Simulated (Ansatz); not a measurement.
in.yaml

```yaml
crystal:
  periodic: [false, false, false]
  atoms:
    - {symbol: Ge, position_ang: [-0.018407, 0.000000, 1.115960]}
    - {symbol: As, position_ang: [-0.004730, 0.000000, -1.134971]}
    - {symbol: H, position_ang: [1.337856, 0.000000, -0.136995]}
    - {symbol: H, position_ang: [0.170146, 1.237454, 2.038120]}
    - {symbol: H, position_ang: [0.170145, -1.237455, 2.038119]}
basis:
  gaussian: {orbitals: cc-pVDZ}
total_charge: 1
magnetization: {spin_polarized: true, initial_magnetization: 1}
hamiltonian: {xc: hf}
output: {orbitals: {seedname: orbitals}}
```

```sh
$ ansatz run in.yaml --threads 1 --pin off --events-out ev --progress --plain --max-ram 2816MiB --backend cpu
```

Roughly how long does this take on 1 thread of AMD EPYC 7R13, shared host, and how much host memory?

2.1 s wall and 0.22 GiB.

```
786 factors; integrals over basis functions are off by at most 1.0e-3 eV
mean field evaluation 1: about -117305.7825 eV, gradient 7.6e0 eV
mean field evaluation 2: about -117305.7869 eV, gradient 7.6e0 eV
mean field evaluation 4: about -117306.6098 eV, gradient 7.7e-1 eV
mean field evaluation 8: about -117306.6255 eV, gradient 2.8e-3 eV
mean field -117306.62550205 eV, -4310.9389739138 hartree, gradient 1.3e-5 eV, S^2 0.769147; 0 other end points of the search recorded, 0 dependent functions left out
reference -117306.62550205 eV, -4310.9389739138 hartree; 34, 33 occupied and 35, 36 virtual orbitals, 786 factors
Total energy: -117306.62550205 eV, -4310.9389739138 hartree
```
